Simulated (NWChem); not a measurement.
Polarisability of ethanethiol (C$_{2}$H$_{6}$S)

SMILES: SCC
```xyz
9

C     -1.4828     0.7695    -0.2516
C     -0.5455    -0.4169    -0.4453
S      1.0731    -0.2620     0.4140
H     -2.4515     0.5831    -0.7462
H     -1.0578     1.6896    -0.6849
H     -1.6694     0.9573     0.8169
H     -0.9823    -1.3347    -0.0205
H     -0.3658    -0.6174    -1.5131
H      1.5270     0.7979    -0.2957
```
Charge 0, spin multiplicity 1.

All runs are NWChem calculations. All single points use one geometry, from B3LYP/def2-SVP, a minimum by its harmonic frequencies. It is one conformer; others weren't searched.

Basis set: 6-31G*. The field's frequency is 0.0428 Ha (1065 nm). This basis has no diffuse functions, which lowers polarisabilities.

The correlated methods keep 7 core orbitals frozen. B3LYP has NWChem's definition, with VWN1-RPA local correlation. The Pople sets run with spherical d functions. Coupled-cluster values serve here as a point of comparison, not as the truth.

Task: Order these methods by the isotropic polarisability they give, lowest first: LDA (SVWN5), B3LYP, HF, PBE.

Result: HF (37.45 bohr³), B3LYP (38.08 bohr³), PBE (38.63 bohr³), LDA (SVWN5) (38.95 bohr³)
